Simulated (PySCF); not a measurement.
All values below come from B3LYP-D3(BJ)/def2-TZVP run with PySCF 2.14.0. Isolated molecules, 0 K electronic values unless said otherwise. One relaxed conformer stands for a flexible species; it need not be the lowest. B3LYP has the VWN-RPA correlation part, as in Gaussian. 

Reference species (SMILES): `[Cl]` (neutral, multiplicity 2).

```yaml
highest_occupied_spin_orbital: -9.27 eV
```

Changed species: `CC(C)[SiH2]` (radical fragment; the reference has radical fragment).

Question: What does the change do to the highest occupied spin orbital?

Answer: the highest occupied spin orbital rises by 3.67 eV, to -5.60 eV.
